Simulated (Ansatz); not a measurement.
# 1T (CdI2-type) PtSe₂

The numbers are results of HSE06-D3(BJ) in Ansatz (plane waves, PAW), not measurements.

Cell: relaxed at this level.

For 1T (CdI2-type) PtSe₂, the interlayer binding energy comes out as 53.8 meV/Å² and the layer repeat distance is 4.781 Å. The gap between the layers is 2.250 Å.

Note: exact exchange on metals is sensitive to the k mesh and can open a false gap.

Spin–orbit coupling is not included.

Computed values are for the static lattice.

Computing time: about 3.0 core-hours (a rough figure).

Ansatz is an electronic-structure program.
